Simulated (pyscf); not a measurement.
PySCF, gas phase, ωB97X-D3(BJ)/def2-SVP geometries.

**Question.** Estimate by transition-state theory the rate constant of [B=NH]• (SMILES [B]=N) + H₂ (SMILES [H][H]) -> HB=NH (SMILES B=N) + H• (SMILES [H]) (doublet surface; H–H broken, B–H formed) at 298 K, with ωB97M-D3(BJ)/def2-TZVP energies (ideal gas, 1 atm, RRHO with modes under 100 cm⁻¹ raised to 100, one conformer, R ln 2 for chiral ones without a mode under 150 cm⁻¹; no tunnelling).

**Answer.** The electronic barrier is 4.3 kcal/mol and the thermal terms add +5.2, so ΔG‡ = 9.5 kcal/mol. With k_BT/h = 6.21e+12 s⁻¹ and RT = 0.592 kcal/mol, and a volume of 4.06e-20 cm³ per molecule at 1 atm, k = 2.7e-14 cm³ molecule⁻¹ s⁻¹. Wigner's tunnelling factor for 577i cm⁻¹ would be 1.32. A shift of 1 kcal/mol in the barrier changes k by a factor 5.4. This is the saddle that the search found; another between the same sides may lie lower. The angle at the transferred H is 179°. The term symbol of open-shell B=NH was not checked; spin-orbit terms and orbital degeneracy are left out.
